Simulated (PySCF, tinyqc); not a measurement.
Inside a calculation (part 2 of 2). Method: RHF in the sto-3g basis, for LiH, spin multiplicity 1. The lowest restricted solution is unstable here: a spin-polarised one lies 0.0676 hartree lower (PySCF). Computed by tinyqc, a small Python program that keeps every step (integrals from PySCF). Command: `OMP_NUM_THREADS=1 python tinyqc.py 24235 24236 out.jsonl` (the two numbers bound the seeds that draw the settings). One thread of a shared host (Intel(R) Xeon(R) Processor @ 2.60GHz), about 0.08 s of CPU time with the checks.

Geometry (angstrom):
```
atom         x         y         z
Li    0.000000  0.000000  0.000000
H     0.000000  0.000000  2.904000
```

## Iteration 4: diagonalisation and new density

extrapolated F (hartree), order 1Li 1s, 1Li 2s, 1Li 2px, 1Li 2py, 1Li 2pz, 2H 1s:
```
[[-2.380117, -0.645241, 0.000000, 0.000000, 0.011631, -0.006536],
 [-0.645241, -0.204946, 0.000000, 0.000000, -0.030523, -0.136347],
 [0.000000, 0.000000, 0.152111, 0.000000, 0.000000, 0.000000],
 [0.000000, 0.000000, 0.000000, 0.152111, 0.000000, 0.000000],
 [0.011631, -0.030523, 0.000000, 0.000000, 0.106675, -0.131217],
 [-0.006536, -0.136347, 0.000000, 0.000000, -0.131217, -0.050709]]
```

X, order 1Li 1s, 1Li 2s, 1Li 2px, 1Li 2py, 1Li 2pz, 2H 1s:
```
[[1.023058, -0.126607, 0.000000, 0.000000, -0.002141, 0.012022],
 [-0.126607, 1.030613, 0.000000, 0.000000, 0.011648, -0.073094],
 [0.000000, 0.000000, 1.000000, 0.000000, 0.000000, 0.000000],
 [0.000000, 0.000000, 0.000000, 1.000000, 0.000000, 0.000000],
 [-0.002141, 0.011648, 0.000000, 0.000000, 1.017316, -0.109283],
 [0.012022, -0.073094, 0.000000, 0.000000, -0.109283, 1.024818]]
```

Diagonalise F' = X^T F X, C = X C', fill 2 alpha and 2 beta electrons from the bottom; D = 2 C_occ C_occ^T. Each column has its largest component positive (the first on a tie).

F' = X^T F X (hartree):
```
[[-2.327092, -0.357836, 0.000000, 0.000000, 0.010713, 0.027153],
 [-0.357836, -0.067831, 0.000000, 0.000000, -0.008070, -0.134113],
 [0.000000, 0.000000, 0.152111, 0.000000, 0.000000, 0.000000],
 [0.000000, 0.000000, 0.000000, 0.152111, 0.000000, 0.000000],
 [0.010713, -0.008070, 0.000000, 0.000000, 0.138536, -0.144746],
 [0.027153, -0.134113, 0.000000, 0.000000, -0.144746, -0.003149]]
```

orbital energies (hartree): [-2.382468, -0.184094, 0.059216, 0.152111, 0.152111, 0.247810]

coefficients C, order 1Li 1s, 1Li 2s, 1Li 2px, 1Li 2py, 1Li 2pz, 2H 1s:
```
[[0.991716, -0.156491, -0.217505, 0.000000, 0.000000, -0.086761],
 [0.032319, 0.570645, 0.798969, 0.000000, 0.000000, 0.344441],
 [0.000000, 0.000000, 0.000000, -0.054600, 0.998508, 0.000000],
 [0.000000, 0.000000, 0.000000, 0.998508, 0.054600, 0.000000],
 [-0.003966, 0.276802, -0.518446, 0.000000, 0.000000, 0.837612],
 [-0.001835, 0.661525, -0.358674, 0.000000, 0.000000, -0.708107]]
```

D after iteration 4, order 1Li 1s, 1Li 2s, 1Li 2px, 1Li 2py, 1Li 2pz, 2H 1s:
```
[[2.015981, -0.114498, 0.000000, 0.000000, -0.094500, -0.210684],
 [-0.114498, 0.653361, 0.000000, 0.000000, 0.315655, 0.754874],
 [0.000000, 0.000000, 0.000000, 0.000000, 0.000000, 0.000000],
 [0.000000, 0.000000, 0.000000, 0.000000, 0.000000, 0.000000],
 [-0.094500, 0.315655, 0.000000, 0.000000, 0.153270, 0.366237],
 [-0.210684, 0.754874, 0.000000, 0.000000, 0.366237, 0.875237]]
```

Within a degenerate level the vectors are fixed only up to a rotation; this is one choice.

## Iteration 8 (converged): orbitals

converged F (hartree), order 1Li 1s, 1Li 2s, 1Li 2px, 1Li 2py, 1Li 2pz, 2H 1s:
```
[[-2.380720, -0.645502, 0.000000, 0.000000, 0.011537, -0.006634],
 [-0.645502, -0.203438, 0.000000, 0.000000, -0.030221, -0.134503],
 [0.000000, 0.000000, 0.151953, 0.000000, 0.000000, 0.000000],
 [0.000000, 0.000000, 0.000000, 0.151953, 0.000000, 0.000000],
 [0.011537, -0.030221, 0.000000, 0.000000, 0.105434, -0.131099],
 [-0.006634, -0.134503, 0.000000, 0.000000, -0.131099, -0.048978]]
```

As before.

F' = X^T F X (hartree):
```
[[-2.327638, -0.358191, 0.000000, 0.000000, 0.010612, 0.026871],
 [-0.358191, -0.066434, 0.000000, 0.000000, -0.007944, -0.132422],
 [0.000000, 0.000000, 0.151953, 0.000000, 0.000000, 0.000000],
 [0.000000, 0.000000, 0.000000, 0.151953, 0.000000, 0.000000],
 [0.010612, -0.007944, 0.000000, 0.000000, 0.137248, -0.144665],
 [0.026871, -0.132422, 0.000000, 0.000000, -0.144665, -0.001638]]
```

orbital energies (hartree): [-2.383076, -0.181356, 0.058836, 0.151953, 0.151953, 0.247134]

coefficients C, order 1Li 1s, 1Li 2s, 1Li 2px, 1Li 2py, 1Li 2pz, 2H 1s:
```
[[0.991710, -0.155770, -0.218031, 0.000000, 0.000000, -0.086803],
 [0.032342, 0.567924, 0.800868, 0.000000, 0.000000, 0.344525],
 [0.000000, 0.000000, 0.000000, 0.986374, -0.164521, 0.000000],
 [0.000000, 0.000000, 0.000000, 0.164521, 0.986374, 0.000000],
 [-0.003935, 0.280751, -0.518567, 0.000000, 0.000000, 0.836221],
 [-0.001825, 0.661593, -0.354721, 0.000000, 0.000000, -0.710033]]
```

D after iteration 8, order 1Li 1s, 1Li 2s, 1Li 2px, 1Li 2py, 1Li 2pz, 2H 1s:
```
[[2.015508, -0.112784, 0.000000, 0.000000, -0.095269, -0.209732],
 [-0.112784, 0.647167, 0.000000, 0.000000, 0.318636, 0.751351],
 [0.000000, 0.000000, 0.000000, 0.000000, 0.000000, 0.000000],
 [0.000000, 0.000000, 0.000000, 0.000000, 0.000000, 0.000000],
 [-0.095269, 0.318636, 0.000000, 0.000000, 0.157674, 0.371501],
 [-0.209732, 0.751351, 0.000000, 0.000000, 0.371501, 0.875417]]
```

Within a degenerate level the vectors are fixed only up to a rotation; this is one choice.

## Convergence

Stop when the energy changes by less than 1e-09 hartree and every element of the error matrix X^T (F D S - S D F) X is below 9e-06.

Course of the cycle:
```
iteration  E (hartree)     change  largest element of the error matrix
1          -7.60083740          -                             5.95e-02
2          -7.69890593  -9.81e-02                             1.13e-01
3          -7.71795495  -1.90e-02                             4.88e-02
4          -7.72146293  -3.51e-03                             7.89e-03
5          -7.72174969  -2.87e-04                             8.73e-04
6          -7.72175544  -5.76e-06                             2.58e-05
7          -7.72175545  -4.90e-09                             2.31e-06
8          -7.72175545  -1.50e-11                             2.37e-07
```

PySCF RHF in the same basis = -7.72175545 hartree

Converged in 8 iterations.

## Populations, bond orders and dipole

overlap S, order 1Li 1s, 1Li 2s, 1Li 2px, 1Li 2py, 1Li 2pz, 2H 1s:
```
[[1.000000, 0.241137, 0.000000, 0.000000, 0.000000, 0.002618],
 [0.241137, 1.000000, 0.000000, 0.000000, 0.000000, 0.135630],
 [0.000000, 0.000000, 1.000000, 0.000000, 0.000000, 0.000000],
 [0.000000, 0.000000, 0.000000, 1.000000, 0.000000, 0.000000],
 [0.000000, 0.000000, 0.000000, 0.000000, 1.000000, 0.209845],
 [0.002618, 0.135630, 0.000000, 0.000000, 0.209845, 1.000000]]
```

Mulliken: Z minus the diagonal of D S on the atom; Loewdin: the same with S^(1/2) D S^(1/2); Mayer order: 2 sum_s sum (D(s) S)_ij (D(s) S)_ji over the two atoms.

Charges (e):
```
atom   Mulliken    Loewdin
1Li    0.054731   0.052793
2H    -0.054731  -0.052793
```

Mayer bond orders:
```
pair     order
2-1   0.997005
```

dipole moment about the origin, x y z (debye): [0.000000, 0.000000, -5.161165]
